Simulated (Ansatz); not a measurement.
## Molecular dynamics of BFH2

Input:

```yaml
crystal:
  periodic: [false, false, false]
  atoms:
    - { symbol: B, position_ang: [0.145976, 9.4e-05, -0.454806] }
    - { symbol: F, position_ang: [0.782004, 3.5e-05, 1.213717] }
    - { symbol: H, position_ang: [1.341105, -7.9e-05, 0.292917] }
    - { symbol: H, position_ang: [-1.032784, -5.0e-05, -0.338127] }
basis:
  gaussian: { orbitals: def2-TZVP }
hamiltonian:
  xc: hf
md:
  timestep: 0.5
  n_steps: 200
  ensemble: nve
  temperature: 300.0
  initial_velocities: maxwell_boltzmann
  seed: 7230
```

Command:

```bash
$ ansatz run input.yaml --threads 1 --pin off --max-ram 2048MiB --backend cpu --events-out ev --progress --plain --runs-dir out
```

It starts at the highest image of a converged band. Of that band: Neighbouring images differ by up to 2.9 eV, so the band resolves the path poorly. A vibrational analysis at the climbing image gives one clearly imaginary mode, 1632i cm⁻¹: a first-order saddle point.

Output, in part (one step line in 4, the closing report, with atoms numbered from 0):

```
md step     0: t =     0.00 fs  T =   300.0 K  F+E_penalty+E_count = -3406.03110523 eV  E_kin = 0.077556 eV  conserved = -3405.95354923 eV  (36 SCF iters)
md step     4: t =     2.00 fs  T =   169.1 K  F+E_penalty+E_count = -3405.99650284 eV  E_kin = 0.043708 eV  conserved = -3405.95279491 eV  (33 SCF iters)
md step     8: t =     4.00 fs  T =   304.5 K  F+E_penalty+E_count = -3406.03165082 eV  E_kin = 0.078711 eV  conserved = -3405.95293956 eV  (32 SCF iters)
md step    12: t =     6.00 fs  T =   625.7 K  F+E_penalty+E_count = -3406.11545986 eV  E_kin = 0.161750 eV  conserved = -3405.95371004 eV  (31 SCF iters)
md step    16: t =     8.00 fs  T =   647.3 K  F+E_penalty+E_count = -3406.12003547 eV  E_kin = 0.167335 eV  conserved = -3405.95270094 eV  (31 SCF iters)
md step    20: t =    10.00 fs  T =  1043.6 K  F+E_penalty+E_count = -3406.22334257 eV  E_kin = 0.269791 eV  conserved = -3405.95355149 eV  (31 SCF iters)
md step    24: t =    12.00 fs  T =  1397.7 K  F+E_penalty+E_count = -3406.31471978 eV  E_kin = 0.361342 eV  conserved = -3405.95337786 eV  (31 SCF iters)
md step    28: t =    14.00 fs  T =  1689.5 K  F+E_penalty+E_count = -3406.39028736 eV  E_kin = 0.436781 eV  conserved = -3405.95350662 eV  (31 SCF iters)
md step    32: t =    16.00 fs  T =  1896.4 K  F+E_penalty+E_count = -3406.44317142 eV  E_kin = 0.490252 eV  conserved = -3405.95291931 eV  (30 SCF iters)
md step    36: t =    18.00 fs  T =  2216.8 K  F+E_penalty+E_count = -3406.52734334 eV  E_kin = 0.573096 eV  conserved = -3405.95424740 eV  (30 SCF iters)
md step    40: t =    20.00 fs  T =  2087.0 K  F+E_penalty+E_count = -3406.49244353 eV  E_kin = 0.539524 eV  conserved = -3405.95291996 eV  (29 SCF iters)
md step    44: t =    22.00 fs  T =  2187.9 K  F+E_penalty+E_count = -3406.51915126 eV  E_kin = 0.565607 eV  conserved = -3405.95354439 eV  (30 SCF iters)
md step    48: t =    24.00 fs  T =  2327.3 K  F+E_penalty+E_count = -3406.55439495 eV  E_kin = 0.601662 eV  conserved = -3405.95273256 eV  (30 SCF iters)
md step    52: t =    26.00 fs  T =  2541.5 K  F+E_penalty+E_count = -3406.61139619 eV  E_kin = 0.657040 eV  conserved = -3405.95435658 eV  (30 SCF iters)
md step    56: t =    28.00 fs  T =  2316.6 K  F+E_penalty+E_count = -3406.55134389 eV  E_kin = 0.598892 eV  conserved = -3405.95245219 eV  (30 SCF iters)
md step    60: t =    30.00 fs  T =  2595.8 K  F+E_penalty+E_count = -3406.62512200 eV  E_kin = 0.671059 eV  conserved = -3405.95406313 eV  (31 SCF iters)
md step    64: t =    32.00 fs  T =  2656.2 K  F+E_penalty+E_count = -3406.63952065 eV  E_kin = 0.686675 eV  conserved = -3405.95284535 eV  (30 SCF iters)
md step    68: t =    34.00 fs  T =  2676.1 K  F+E_penalty+E_count = -3406.64556713 eV  E_kin = 0.691816 eV  conserved = -3405.95375083 eV  (31 SCF iters)
md step    72: t =    36.00 fs  T =  2592.5 K  F+E_penalty+E_count = -3406.62279868 eV  E_kin = 0.670203 eV  conserved = -3405.95259598 eV  (31 SCF iters)
md step    76: t =    38.00 fs  T =  2901.2 K  F+E_penalty+E_count = -3406.70421740 eV  E_kin = 0.750028 eV  conserved = -3405.95418946 eV  (30 SCF iters)
md step    80: t =    40.00 fs  T =  2842.9 K  F+E_penalty+E_count = -3406.68817013 eV  E_kin = 0.734957 eV  conserved = -3405.95321336 eV  (30 SCF iters)
md step    84: t =    42.00 fs  T =  2767.5 K  F+E_penalty+E_count = -3406.66854173 eV  E_kin = 0.715464 eV  conserved = -3405.95307792 eV  (31 SCF iters)
md step    88: t =    44.00 fs  T =  2895.8 K  F+E_penalty+E_count = -3406.70204306 eV  E_kin = 0.748613 eV  conserved = -3405.95343027 eV  (31 SCF iters)
md step    92: t =    46.00 fs  T =  2944.6 K  F+E_penalty+E_count = -3406.71474026 eV  E_kin = 0.761248 eV  conserved = -3405.95349220 eV  (31 SCF iters)
md step    96: t =    48.00 fs  T =  2862.8 K  F+E_penalty+E_count = -3406.69363483 eV  E_kin = 0.740086 eV  conserved = -3405.95354891 eV  (31 SCF iters)
md step   100: t =    50.00 fs  T =  2818.0 K  F+E_penalty+E_count = -3406.68134629 eV  E_kin = 0.728520 eV  conserved = -3405.95282598 eV  (30 SCF iters)
md step   104: t =    52.00 fs  T =  3006.1 K  F+E_penalty+E_count = -3406.73118001 eV  E_kin = 0.777150 eV  conserved = -3405.95403024 eV  (32 SCF iters)
md step   108: t =    54.00 fs  T =  2831.1 K  F+E_penalty+E_count = -3406.68447762 eV  E_kin = 0.731895 eV  conserved = -3405.95258228 eV  (30 SCF iters)
md step   112: t =    56.00 fs  T =  2896.4 K  F+E_penalty+E_count = -3406.70267905 eV  E_kin = 0.748775 eV  conserved = -3405.95390429 eV  (30 SCF iters)
md step   116: t =    58.00 fs  T =  2865.3 K  F+E_penalty+E_count = -3406.69371726 eV  E_kin = 0.740741 eV  conserved = -3405.95297663 eV  (30 SCF iters)
md step   120: t =    60.00 fs  T =  2924.8 K  F+E_penalty+E_count = -3406.71019389 eV  E_kin = 0.756130 eV  conserved = -3405.95406402 eV  (29 SCF iters)
md step   124: t =    62.00 fs  T =  2730.7 K  F+E_penalty+E_count = -3406.65828206 eV  E_kin = 0.705951 eV  conserved = -3405.95233130 eV  (30 SCF iters)
md step   128: t =    64.00 fs  T =  2896.0 K  F+E_penalty+E_count = -3406.70256088 eV  E_kin = 0.748676 eV  conserved = -3405.95388525 eV  (30 SCF iters)
md step   132: t =    66.00 fs  T =  2823.5 K  F+E_penalty+E_count = -3406.68303762 eV  E_kin = 0.729938 eV  conserved = -3405.95309927 eV  (30 SCF iters)
md step   136: t =    68.00 fs  T =  2791.7 K  F+E_penalty+E_count = -3406.67537122 eV  E_kin = 0.721723 eV  conserved = -3405.95364849 eV  (30 SCF iters)
md step   140: t =    70.00 fs  T =  2783.5 K  F+E_penalty+E_count = -3406.67275895 eV  E_kin = 0.719581 eV  conserved = -3405.95317783 eV  (30 SCF iters)
md step   144: t =    72.00 fs  T =  2845.4 K  F+E_penalty+E_count = -3406.68915444 eV  E_kin = 0.735599 eV  conserved = -3405.95355593 eV  (30 SCF iters)
md step   148: t =    74.00 fs  T =  2721.9 K  F+E_penalty+E_count = -3406.65683551 eV  E_kin = 0.703665 eV  conserved = -3405.95317051 eV  (30 SCF iters)
md step   152: t =    76.00 fs  T =  2686.8 K  F+E_penalty+E_count = -3406.64756482 eV  E_kin = 0.694583 eV  conserved = -3405.95298225 eV  (30 SCF iters)
md step   156: t =    78.00 fs  T =  2844.4 K  F+E_penalty+E_count = -3406.68938465 eV  E_kin = 0.735340 eV  conserved = -3405.95404504 eV  (30 SCF iters)
md step   160: t =    80.00 fs  T =  2716.1 K  F+E_penalty+E_count = -3406.65516284 eV  E_kin = 0.702156 eV  conserved = -3405.95300658 eV  (30 SCF iters)
md step   164: t =    82.00 fs  T =  2693.9 K  F+E_penalty+E_count = -3406.64995580 eV  E_kin = 0.696415 eV  conserved = -3405.95354102 eV  (30 SCF iters)
md step   168: t =    84.00 fs  T =  2702.3 K  F+E_penalty+E_count = -3406.65130736 eV  E_kin = 0.698605 eV  conserved = -3405.95270251 eV  (30 SCF iters)
md step   172: t =    86.00 fs  T =  2835.0 K  F+E_penalty+E_count = -3406.68716631 eV  E_kin = 0.732897 eV  conserved = -3405.95426909 eV  (30 SCF iters)
md step   176: t =    88.00 fs  T =  2567.9 K  F+E_penalty+E_count = -3406.61634506 eV  E_kin = 0.663864 eV  conserved = -3405.95248084 eV  (30 SCF iters)
md step   180: t =    90.00 fs  T =  2714.5 K  F+E_penalty+E_count = -3406.65571290 eV  E_kin = 0.701762 eV  conserved = -3405.95395061 eV  (30 SCF iters)
md step   184: t =    92.00 fs  T =  2726.4 K  F+E_penalty+E_count = -3406.65776752 eV  E_kin = 0.704838 eV  conserved = -3405.95292935 eV  (30 SCF iters)
md step   188: t =    94.00 fs  T =  2728.8 K  F+E_penalty+E_count = -3406.65920179 eV  E_kin = 0.705453 eV  conserved = -3405.95374912 eV  (30 SCF iters)
md step   192: t =    96.00 fs  T =  2571.9 K  F+E_penalty+E_count = -3406.61754893 eV  E_kin = 0.664894 eV  conserved = -3405.95265457 eV  (30 SCF iters)
md step   196: t =    98.00 fs  T =  2771.3 K  F+E_penalty+E_count = -3406.67038703 eV  E_kin = 0.716448 eV  conserved = -3405.95393950 eV  (30 SCF iters)
md step   200: t =   100.00 fs  T =  2730.6 K  F+E_penalty+E_count = -3406.65949645 eV  E_kin = 0.705918 eV  conserved = -3405.95357883 eV  (50 SCF iters)
Total energy: -3406.65949645 eV, -125.1924273777 hartree
Atom 0 at    -0.913235    -0.011234    -2.381961 Å, force    -0.338197    -0.090020     0.543939 eV/Å
Atom 1 at     1.449514     0.014899     2.273758 Å, force     1.353204    -0.014988     0.521349 eV/Å
Atom 2 at     0.630807     0.023384     1.949684 Å, force    -1.357468     0.014484    -0.513003 eV/Å
Atom 3 at    -1.544259    -0.182179    -1.306936 Å, force     0.342461     0.090524    -0.552285 eV/Å
Dipole moment:    -0.545706    -0.043046     0.134460 e Å
```

All steps were run. The conserved energy stayed within 0.31 meV per atom of its start (net change -0.0075 meV per atom), so the integration is sound. The system heated up, since it started high on the potential surface and ran downhill. A run of 0.1 ps of so small a system gives no equilibrium averages. The orbitals stay closed-shell, which can raise the energy where a bond breaks towards radicals; this wasn't checked here.

The step under study would form F2–H3 and break B1–F2, B1–H3. These pairs go: F2–H3 1.08 → 0.88 Å, B1–F2 1.79 → 5.22 Å, B1–H3 1.41 → 4.60 Å. In the last frame they stand as after the step (other bonds may differ from the relaxed reactants and products). It ends as BH + FH. Pairs count as bonded within 1.25 times the sum of covalent radii (0.12 Å more for H–H).

Last frame:

```xyz
4
Properties=species:S:1:pos:R:3
B -0.913 -0.011 -2.382
F 1.450 0.015 2.274
H 0.631 0.023 1.950
H -1.544 -0.182 -1.307
```

The run took 47 s on 1 thread of Arm Neoverse V1 (shared host), peak memory 0.12 GiB.
